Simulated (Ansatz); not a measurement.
Two shapes of doublet CH₂O₂(+).

Shape 1:

```xyz
5

C     0.3641    0.2127   -0.0343
O     0.6602   -0.8707    0.3159
O    -0.8699    0.6285   -0.2324
H     1.0779    1.0158   -0.2429
H    -1.4743   -0.0813   -0.0446
```

Shape 2:

```xyz
5

C     0.2995    0.3111   -0.0685
O     0.6811   -0.9353    0.3371
O    -0.8224    0.6021   -0.2214
H     1.0885    1.0092   -0.2402
H    -1.4889   -0.0820   -0.0453
```

Basis set: def2-SVP (spherical functions). Frozen core: 3 orbitals. Charge 1, multiplicity 2.

Computed with Ansatz (development build ahead of 0.2.0); each method stands on the lowest determinant of its kind that the runs found.

Question: Which shape is lower in energy, and by how much in each method?

Answer:

| method | E(2) − E(1) (eV) |
| --- | --- |
| UHF | 0.054 |
| UHF-MP2 | 0.198 |

Shape 1 is lower.
